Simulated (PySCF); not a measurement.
Species: C5H9N.
Structure used (PBE0-D3(BJ)/def2-SVP), in Å, numbered top down from 1:
```xyz
15
C5H9N angstrom
C      0.135   -2.478    1.278
N      0.078   -1.436    0.742
C      0.009   -0.165    0.086
C     -0.657    0.829    1.040
C      1.435    0.277   -0.250
C     -0.820   -0.330   -1.190
H     -0.723    1.818    0.563
H     -1.673    0.496    1.299
H     -0.077    0.925    1.968
H      1.414    1.253   -0.756
H      2.038    0.369    0.664
H      1.920   -0.453   -0.914
H     -0.890    0.634   -1.714
H     -0.354   -1.063   -1.864
H     -1.836   -0.675   -0.951
```

Computed with PySCF at wB97X-D/def2-SVPD, non-relativistic, on one gas-phase PBE0-D3(BJ)/def2-SVP geometry that isn't relaxed in the solvent. The solvent is an IEF-PCM continuum (Bondi radii, 1.10 Å for H, scaled by 1.2), and excitations are vertical TDDFT with non-equilibrium linear response and a frozen core. Specific hydrogen bonds and non-electrostatic terms are outside this model.

| run | E − E(gas) (kcal/mol) | HOMO (eV) | HOMO–LUMO gap (eV) | dipole (D) | lowest singlet (eV) | static polarisability (au) |
| --- | --- | --- | --- | --- | --- | --- |
| gas | 0.00 | -10.51 | 12.59 | 4.05 | 8.03 | 65.8 |
| P | -5.28 | -11.05 | 13.50 | 5.23 | 7.82 | 88.6 |
| Q | -3.85 | -10.90 | 13.27 | 4.89 | 7.88 | 81.0 |

Q: The runs were made in chloroform and dimethylsulfoxide. Which run belongs to which solvent?

A: P = dimethylsulfoxide, Q = chloroform. The dielectric constants are 4.711 (chloroform), 46.83 (dimethylsulfoxide), and the energy falls further as ε rises. The optical constants n² used for the excitations are 2.09, 2.19 in the same order. In this model the ground state sees the solvent through ε alone.

Q: How constant is the ratio of the lowering to (ε − 1)/(2ε + 1)?

A: 
```
          solvent  (ε − 1)/(2ε + 1)  E − E(gas) (kcal/mol)  ratio (kcal/mol)  polarisation term (kcal/mol)
       chloroform             0.356                  -3.85             -10.8                         -4.42
dimethylsulfoxide             0.484                  -5.28             -10.9                         -6.38
```

The ratio changes by +0.7 % in size from chloroform to dimethylsulfoxide. The polarisation term is half the interaction of the solute with the induced surface charges.

wB97X-D is run here without its empirical dispersion term; that term would change no orbital, density or response property at a fixed geometry.
